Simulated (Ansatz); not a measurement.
# The boron atom (doublet): from Hartree-Fock to the top rungs, def2-SVPD

The task here is to estimate one member of a computed series from the others.

The runs use Ansatz 0.2.0, Gaussian basis; def2-SVPD, core rule «outside noble gas», up to 1 orbitals frozen.

The runs, in order: UHF; CCSD(T) on ROHF; CCSD(T) on UHF; BCCD(T) on ROHF; CISD; CCSDT on ROHF; CCSDT on UHF; CASSCF and MRCISD+Q, 3 electrons in 4 orbitals; CASSCF and MRCISD+Q(relaxed), 3 electrons in 4 orbitals; CASSCF and NEVPT4(SD), 3 electrons in 4 orbitals; CASSCF and NEVPT2, 3 electrons in 4 orbitals.

### The atom

A free atom, in its lowest state of this spin that the program finds.

1 atom, charge 0, spin multiplicity 2.

The first run:

Contents of in.yaml:

```yaml
crystal:
  periodic: [false, false, false]
  atoms:
    - {symbol: B, position_ang: [0.000000, 0.000000, 0.000000]}
basis:
  gaussian: {orbitals: def2-SVPD}
magnetization: {spin_polarized: true, initial_magnetization: 1}
hamiltonian: {xc: hf}
output: {orbitals: {seedname: orbitals}}
```

Launch:

```bash
$ ansatz run in.yaml --threads 1 --pin off --events-out ev --progress --plain --max-ram 2393MiB
```

Among the steps run: UHF; CCSD(T) on ROHF; CCSD(T) on UHF; BCCD(T) on ROHF; CISD; CCSDT on ROHF; CCSDT on UHF; CASSCF and MRCISD+Q, 3 electrons in 4 orbitals; CASSCF and MRCISD+Q(relaxed), 3 electrons in 4 orbitals; CASSCF and NEVPT4(SD), 3 electrons in 4 orbitals; CASSCF and NEVPT2, 3 electrons in 4 orbitals.

One of the session's tables, all rows but one given; the rest of the session is left out.

| method | from RCCSD(T) (meV) |
| --- | --- |
| ROHF | +1734.8 |
| UHF | +1635.4 |
| RMP2 | +628.6 |
| UMP2 | +624.3 |
| CISD | +30.4 |
| RCCSD | +28.8 |
| UCCSD | ? |
| RCCSD(T) | 0 |
| UCCSD(T) | -0.5 |
| BCCD(T) | +0.1 |
| RCCSDT | -10.8 |
| UCCSDT | -11.2 |
| CASSCF valence | +810.5 |
| NEVPT2 valence | +216.5 |
| NEVPT4(SD) valence | +8.4 |
| MRCISD valence | -5.5 |
| MRCISD+Q valence | -26.6 |
| MRCISD+Q(relaxed) valence | -29.7 |

Estimate the missing values for UCCSD.

As computed: from RCCSD(T) (meV): +25.9. In the column «from RCCSD(T) (meV)» it lies between NEVPT4(SD) valence (+8.4) and RCCSD (+28.8).

Caveats from the session: Restricted and unrestricted rows rest on different reference determinants; where their highest levels disagree by more than a few hundredths of an eV, they describe different states and don't form one ladder.
